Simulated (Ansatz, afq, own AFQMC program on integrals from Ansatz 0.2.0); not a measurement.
**Where AFQMC and coupled cluster stand for P⁺, quintet**

A free P cation.

Basis cc-pVQZ. Noble-gas cores (and the filled d shells of Ga–Kr and In–Xe) are frozen. AFQMC by an in-house program on the Cholesky factors that Ansatz 0.2.0 writes for its CCSD(T) run. ph-AFQMC/CISD is guided by a CISD state made of CCSD amplitudes; releasing the constraint for a short imaginary time cuts its bias at the price of noise, slowly where states lie close. ± is one standard error of the sampling.

Determinant: UHF, the one that the program's search chose, which needn't be the lowest solution.

Full CI on the same integrals is exact in this basis and with this determinant's frozen core.

Cautions: another spin lies lower (by 5.39 eV).

The T1 diagnostic is 0.0014 and the weight of the determinant in the CISD state is 0.979. The ⟨S²⟩ of the determinant is 6.000 and the size of the correlated space is 4 electrons in 54 orbitals.

```json
{"level": "MP2", "correlation energy (eV)": "-0.6573"}
{"level": "CCSD", "correlation energy (eV)": "-0.8846"}
{"level": "CCSD(T)", "correlation energy (eV)": "-0.8983"}
```

**Question.** Estimate where AFQMC with the constraint released lies against CCSD(T) on the same integrals.

**Answer.** 3.8 ± 0.2 meV below CCSD(T).

Reference: full CI, correlation energy -0.902 eV. The released energy is read at 2.40 1/Eh (meV from the phaseless value at times in 1/Eh: -0.03 ± 0.21 at 0.24, -0.04 ± 0.16 at 0.51, 0.08 ± 0.14 at 0.99, -0.06 ± 0.17 at 1.62, -0.10 ± 0.18 at 2.40).

```csv
level,E − E(reference) (meV),share of correlation (%)
CCSD(T),3.9,99.56
CCSDT,0.0,100.00
CCSDT(Q),0.0,100.00
ph-AFQMC/CISD,0.2 ± 0.2,99.98
released AFQMC,0.1 ± 0.2,99.99
```

CCSDT and higher add their correlation energy to the determinant of the CCSD(T) run, since their own runs factorise the integrals more tightly (a shift of under 2 meV). A walk keeps the symmetry of its determinant, which the program's search chose and which needn't be the lowest solution, so a lower state of the same spin and another symmetry isn't excluded. Released energies are given only where the last usable release times agree within the noise; a slower fall can still hide under it.
